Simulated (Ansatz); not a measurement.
**CH₃NSi (SMILES N#C[SiH3]): one structure at several levels**

The atoms stand at a structure displaced at random from a GFN2-xTB minimum. How far do the functionals agree with CCSD(T) there?

The runs use Ansatz 0.2.0, Gaussian basis; single points in def2-TZVPP.

Cores are frozen in the correlated methods. B3LYP uses VWN-RPA correlation.

## (1) The starting structure

SMILES `N#C[SiH3]`, 6 atoms, charge 0, spin multiplicity 1.

Atoms are counted from 1 here; the program's logs count them from 0.

Bond lengths: N1–C2 1.122 Å, C2–Si3 1.859 Å, Si3–H4 1.416 Å, Si3–H5 1.389 Å, Si3–H6 1.462 Å. Angles: N1–C2–Si3 177.1°, C2–Si3–H4 105.7°, C2–Si3–H5 103.1°, C2–Si3–H6 110.4°, H4–Si3–H5 111.0°, H4–Si3–H6 114.0°, H5–Si3–H6 112.0°.

Coordinates:

```tsv
atom	x (Å)	y (Å)	z (Å)
N1	1.0989	-1.8860	1.0535
C2	0.5702	-1.0397	0.5416
Si3	-0.2771	0.4199	-0.2377
H4	-1.3421	-0.1184	-0.9999
H5	0.7061	0.9514	-1.0616
H6	-0.7024	1.3701	0.7889
```

## (2) CCSD(T)/def2-TZVPP

run/in.yaml reads:

```yaml
crystal:
  periodic: [false, false, false]
  atoms:
    - {symbol: N, position_ang: [1.098900, -1.886000, 1.053500]}
    - {symbol: C, position_ang: [0.570200, -1.039700, 0.541600]}
    - {symbol: Si, position_ang: [-0.277100, 0.419900, -0.237700]}
    - {symbol: H, position_ang: [-1.342100, -0.118400, -0.999900]}
    - {symbol: H, position_ang: [0.706100, 0.951400, -1.061600]}
    - {symbol: H, position_ang: [-0.702400, 1.370100, 0.788900]}
basis:
  gaussian: {orbitals: def2-TZVPP}
correlation: {method: ccsd_t}
output: {forces: true}
```

No record of the launch command was kept for these runs.

## (3) PBE0-D4/def2-TZVPP

run/in.yaml: that of step 2 with these lines changed.

```diff
@@ -11,3 +11,3 @@
   gaussian: {orbitals: def2-TZVPP}
-correlation: {method: ccsd_t}
-output: {forces: true}
+hamiltonian: {xc: pbe0, dispersion: d4}
+output: {forces: true, orbitals: {seedname: orbitals}}
```

## (4) wB97M-V/def2-TZVPP

run/in.yaml: that of step 3 with these lines changed.

```diff
@@ -11,3 +11,3 @@
   gaussian: {orbitals: def2-TZVPP}
-hamiltonian: {xc: pbe0, dispersion: d4}
-output: {forces: true, orbitals: {seedname: orbitals}}
+hamiltonian: {xc: {name: wB97M-V}}
+output: {forces: true}
```

## (5) r2SCAN-D4/def2-TZVPP

run/in.yaml: that of step 4 with these lines changed.

```diff
@@ -11,3 +11,3 @@
   gaussian: {orbitals: def2-TZVPP}
-hamiltonian: {xc: {name: wB97M-V}}
+hamiltonian: {xc: r2scan, dispersion: d4}
 output: {forces: true}
```

## (6) PBE-D4/def2-TZVPP

run/in.yaml: that of step 5 with these lines changed.

```diff
@@ -11,3 +11,3 @@
   gaussian: {orbitals: def2-TZVPP}
-hamiltonian: {xc: r2scan, dispersion: d4}
+hamiltonian: {xc: pbe, dispersion: d4}
 output: {forces: true}
```

## (7) B97M-V/def2-TZVPP

run/in.yaml: that of step 6 with these lines changed.

```diff
@@ -11,3 +11,3 @@
   gaussian: {orbitals: def2-TZVPP}
-hamiltonian: {xc: pbe, dispersion: d4}
+hamiltonian: {xc: {name: B97M-V}}
 output: {forces: true}
```

## (8) B3LYP-D4/def2-TZVPP

run/in.yaml: that of step 7 with these lines changed.

```diff
@@ -11,3 +11,3 @@
   gaussian: {orbitals: def2-TZVPP}
-hamiltonian: {xc: {name: B97M-V}}
+hamiltonian: {xc: {name: B3LYP}, dispersion: d4}
 output: {forces: true}
```

(Steps that only read results are left out.)

**Question.** What will these runs give? Wanted: energy less free atoms, CCSD(T)/def2-TZVPP; RMS force component; RMS force error; HOMO and LUMO, PBE0-D4; T1 diagnostic.

The runs gave:

| quantity | value |
| --- | --- |
| energy less free atoms, CCSD(T)/def2-TZVPP | -22.138 eV |
| RMS force component | 1.437 to 2.020 eV/Å over the methods |
| RMS force error | PBE0-D4 0.486, wB97M-V 0.572, r2SCAN-D4 0.320, PBE-D4 0.124, B97M-V 0.443, B3LYP-D4 0.493 eV/Å |
| HOMO and LUMO, PBE0-D4 | -9.97 and -0.41 eV |
| T1 diagnostic | 0.013 |

Against CCSD(T) the functionals' energies less atoms differ by -1.042 to -0.507 eV, PBE-D4 by -1.042 eV. CCSD(T) in triple zeta still lacks some correlation energy of the bonds, so part of these gaps is its own basis error and they don't rank the functionals. The forces of PBE-D4 come nearest to CCSD(T), those of wB97M-V are farthest. Frozen-core CCSD(T) forces in triple zeta carry basis errors of their own, and this is one geometry, so small gaps rank nothing.
